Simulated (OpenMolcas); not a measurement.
**quartet SiCl: levels of theory compared**

Aim: a comparison of 6 runs (UHF/aug-cc-pVTZ, U-r2SCAN/aug-cc-pVTZ, U-revPBE/aug-cc-pVTZ, UB3LYP/aug-cc-pVTZ, UPBE/aug-cc-pVTZ, USVWN5/aug-cc-pVTZ) of quartet SiCl. 

The calculation is run with OpenMolcas 26.06.

## (1) The structure to begin with

The species is SiCl (2 atoms), meant as a quartet with charge 0. SMILES of the parent species: `[Si]Cl`. The coordinates come from a PBE0-D4/def2-TZVP relaxation. That shape belongs to the parent species and isn't relaxed for this state.

Bond lengths: Si1–Cl2 2.067 Å.

## (2) A single-point energy at UHF/aug-cc-pVTZ (run 1)

mol.input

```
* ClSi Hartree-Fock
&gateway
baslib = $CurrDir
coord
2
angstrom
Si       0.881810      -0.293660       0.452120
Cl      -0.881810       0.293660      -0.452120
basis = aug-cc-pVTZ
group = NoSym
&seward
&scf
uhf
spin = 4
thresholds = 1e-10 1e-07 1e-07 1e-05
prorbitals = 1 1
```

The basis set aug-cc-pVTZ is read from a file made from the Basis Set Exchange's data (not shown).

The run is started by

```
$ export MOLCAS_MEM=1860
$ pymolcas mol.input > mol.log
```

The log of the run:

```text
--- Start Module: gateway ---
[...]
--- Stop Module: gateway /rc=_RC_ALL_IS_WELL_ ---
--- Start Module: seward ---
[...]
      Basis functions          100
--- Stop Module: seward /rc=_RC_ALL_IS_WELL_ ---
[...]
--- Start Module: scf ---
[...]
       Convergence after  21 Iterations
[...]
::    Total SCF energy                               -748.3774030788
[...]
      Total spin, S                                     1.5011213426
[...]
      Total electronic charge=   31.000000
      Total            charge=   -0.000000
[...]
      Dipole Moment (debye):
      Origin of the operator (angstrom)=   -0.0980    0.0326   -0.0502
                   X=  1.1176E+00               Y= -3.7217E-01               Z=  5.7299E-01           Total=  1.3099E+00
      Quadrupole Moment (debye*angstrom):
[...]
--- Stop Module: scf /rc=_RC_ALL_IS_WELL_ ---
[...]
```

Run time: 11 s. Hardware: 1 thread of Arm Neoverse V1, shared host; peak memory 0.56 GiB.

## (3) A single-point energy at U-r2SCAN/aug-cc-pVTZ (run 2)

job.inp

```
>>> EXPORT MOLCAS_PRINT=2
&GATEWAY
BasLib
$CurrDir
Coord
2
angstrom
Si       0.881810      -0.293660       0.452120
Cl      -0.881810       0.293660      -0.452120
Basis
aug-cc-pVTZ
Group
NoSym
&SEWARD
GridInput
Grid=UltraFine
End of Grid
&SCF
UHF
Spin
4
KSDFT
2
1.0 MGGA_X_R2SCAN
1.0 MGGA_C_R2SCAN
Thresholds
1e-10 1e-07 1e-07 1e-05
PrOrbitals
1 2
```

The basis set aug-cc-pVTZ is read from a file made from the Basis Set Exchange's data (not shown).

The run is started by

```
$ export MOLCAS_MEM=1860
$ pymolcas job.inp > job.log
```

The log of the run:

```text
--- Start Module: gateway ---
[...]
--- Stop Module: gateway /rc=_RC_ALL_IS_WELL_ ---
--- Start Module: seward ---
[...]
      Basis functions          100
--- Stop Module: seward /rc=_RC_ALL_IS_WELL_ ---
[...]
--- Start Module: scf ---
[...]
       Convergence after  19 Iterations
[...]
::    Total KS-DFT energy                            -749.5345785652
[...]
      Total spin, S                                     1.5008065047
[...]
      Total electronic charge=   31.000000
      Total            charge=   -0.000000
[...]
      Dipole Moment (debye):
      Origin of the operator (angstrom)=   -0.0980    0.0326   -0.0502
                   X=  7.4971E-01               Y= -2.4967E-01               Z=  3.8439E-01           Total=  8.7872E-01
      Quadrupole Moment (debye*angstrom):
[...]
--- Stop Module: scf /rc=_RC_ALL_IS_WELL_ ---
[...]
```

Wall time 42 s (1 thread of Arm Neoverse V1, shared host); peak memory 0.56 GiB.

Runs 3 to 5 aren't shown in full; the table further down has their settings and results.

## (4) The energy at USVWN5/aug-cc-pVTZ (run 6)

calc.inp

```
&GATEWAY
BasLib
$CurrDir
Coord
2
angstrom
Si       0.881810      -0.293660       0.452120
Cl      -0.881810       0.293660      -0.452120
Basis
aug-cc-pVTZ
Group
NoSym
&SEWARD
GridInput
Grid=UltraFine
End of Grid
&SCF
UHF
Spin
4
KSDFT
SVWN5
Thresholds
1e-10 1e-07 1e-07 1e-05
PrOrbitals
1 2
```

The basis set aug-cc-pVTZ is read from a file made from the Basis Set Exchange's data (not shown).

The run is started by

```
$ export MOLCAS_MEM=1860
$ pymolcas calc.inp > calc.log
```

The log of the run:

```text
--- Start Module: gateway ---
[...]
--- Stop Module: gateway /rc=_RC_ALL_IS_WELL_ ---
--- Start Module: seward ---
[...]
      Basis functions          100
--- Stop Module: seward /rc=_RC_ALL_IS_WELL_ ---
[...]
--- Start Module: scf ---
[...]
       Convergence after  20 Iterations
[...]
::    Total KS-DFT energy                            -746.9429293951
[...]
      Total spin, S                                     1.5002665099
[...]
      Total electronic charge=   31.000000
      Total            charge=   -0.000000
[...]
      Dipole Moment (debye):
      Origin of the operator (angstrom)=   -0.0980    0.0326   -0.0502
                   X=  4.6664E-01               Y= -1.5540E-01               Z=  2.3925E-01           Total=  5.4694E-01
      Quadrupole Moment (debye*angstrom):
[...]
--- Stop Module: scf /rc=_RC_ALL_IS_WELL_ ---
[...]
```

Wall time 21 s (1 thread of Arm Neoverse V1, shared host); peak memory 0.56 GiB.

## (5) The series

| run | level | integration grid | energy (Eh) | dipole moment (D) | HOMO energy (eV) | ⟨S²⟩ | wall time |
| --- | --- | --- | --- | --- | --- | --- | --- |
| 1 | UHF/aug-cc-pVTZ | – | -748.377403 | 1.31 | -8.82 | 3.754 | 11 s |
| 2 | U-r2SCAN/aug-cc-pVTZ | UltraFine | -749.534579 | 0.88 | -5.10 | 3.753 | 42 s |
| 3 | U-revPBE/aug-cc-pVTZ | UltraFine | -749.444731 | 0.58 | -4.73 | 3.752 | 27 s |
| 4 | UB3LYP/aug-cc-pVTZ | UltraFine | -749.610538 | 0.70 | -5.46 | 3.752 | 28 s |
| 5 | UPBE/aug-cc-pVTZ | UltraFine | -749.249250 | 0.55 | -4.73 | 3.751 | 27 s |
| 6 | USVWN5/aug-cc-pVTZ | UltraFine | -746.942929 | 0.55 | -4.73 | 3.751 | 21 s |

## (6) Results

| quantity | value |
| --- | --- |
| run 6: total energy | -746.94293 Eh |
| run 6: dipole moment | 0.55 D |
| run 6: HOMO energy (highest over α and β) | -4.73 eV |
| run 6: ⟨S²⟩ | 3.751 |

**Reading.** The dipole moment (its size) runs from 0.55 D (USVWN5/aug-cc-pVTZ) to 1.31 D (UHF/aug-cc-pVTZ). Totals of different functionals can't be ranked against each other. All runs together took 2.6 min, the longest 42 s.
